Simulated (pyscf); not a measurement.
6 organic steps of one kind (hydrogen shift, closed-shell): barrier in kcal/mol, from the separated reactants or the lowest minimum found. Structures and frequencies: ωB97X-D3(BJ)/def2-SVP in PySCF. Functionals in def2-TZVP; the last column is ωB97M-D3(BJ)/def2-TZVP. Rows were drawn at random from the steps of this kind and element class whose saddle was verified and whose references are stable.

```tsv
step	PBE	PBE0-D3(BJ)	B3LYP-D3(BJ)	ωB97M-D3(BJ)
`[C-]#[NH+]` -> `[CH]#[N]`	30.5	32.6	33.3	32.3
`[CH2]=[C]=[OH+]` → `[CH3][C+]=[O]`	53.1	60.5	61.2	64.0
`[C]=[CH][OH]` [singlet] -> `[CH][CH]=[O]` [singlet]	21.4	30.2	32.4	35.6
`[C]=[CH2]` [singlet] → `[CH]#[CH]`	-0.3	1.6	4.1	3.4
`[CH]#[C][OH]` → `[CH2]=[C]=[O]`	51.7	59.6	60.7	64.2
`[C]1[CH2][CH2][CH2][CH2]1` [singlet] -> `[CH]1=[CH][CH2][CH2][CH2]1`	2.5	3.8	5.8	5.2
```

Differences from the last column (kcal/mol): PBE: mean -7.6, median -7.3, mean size 7.6, lower in 6 of 6; PBE0-D3(BJ): mean -2.7, median -2.6, mean size 2.8, lower in 5 of 6; B3LYP-D3(BJ): mean -1.2, median -1.1, mean size 2.0, lower in 3 of 6. PBE is closest for row 1 (1.8 kcal/mol apart) and farthest for row 3 (14.3 kcal/mol). PBE, r²SCAN and M06-2X carry no added dispersion term. The last column is a level with limits of its own. Each barrier is that of the saddle found.
